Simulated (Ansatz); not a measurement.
**Worked example: correlation energy of HCSi, sextet**

Geometry: that of the HCSi, quartet, kept fixed. The quartet lies 2.9 eV lower here.

```xyz
3

Si    0.0000    0.0326    0.6172
C     0.0000   -0.1270   -1.2686
H     0.0000    0.6065   -2.0825
```

Basis cc-pVTZ; Ansatz 0.2.0. Only valence electrons are correlated (noble-gas cores frozen), which leaves 9 electrons in 72 orbitals. R marks a restricted (for open shells ROHF) determinant, U an unrestricted one.

Full CI isn't at hand for all of this; UCCSDT(Q) serves as the reference, and is uncertain by about the last step of the cluster series.

Runs differ by some tens of microhartree through their thresholds and, for an open shell, their frozen cores, so steps under 0.03 kcal/mol mean nothing.

```tsv
level	total energy (hartree)
UHF	-327.175487
UMP2	-327.323654
UCCSD	-327.350798
UCCSD(T)	-327.357374
UCCSDT	-327.358513
UCCSDT(Q)	-327.358798
```

**Question.** What is the correlation energy at UCCSDT(Q), and what share of it do UMP2 and UCCSDT recover?

**Answer.** E(corr) = -327.358798 − (-327.175487) = -0.183311 hartree = -4.988 eV. UMP2: -0.148167 / -0.183311 = 80.83 %. UCCSDT: -0.183026 / -0.183311 = 99.84 %.

**Question.** By how many kcal/mol does UCCSD(T) miss UCCSDT(Q) (1 hartree = 627.509 kcal/mol), and which steps make up the rest?

**Answer.** -327.357374 − (-327.358798) = 0.001424 hartree = 0.89 kcal/mol. Steps: UCCSDT − UCCSD(T) = -0.71, UCCSDT(Q) − UCCSDT = -0.18 kcal/mol. Differences between like states or geometries often cancel part of this.
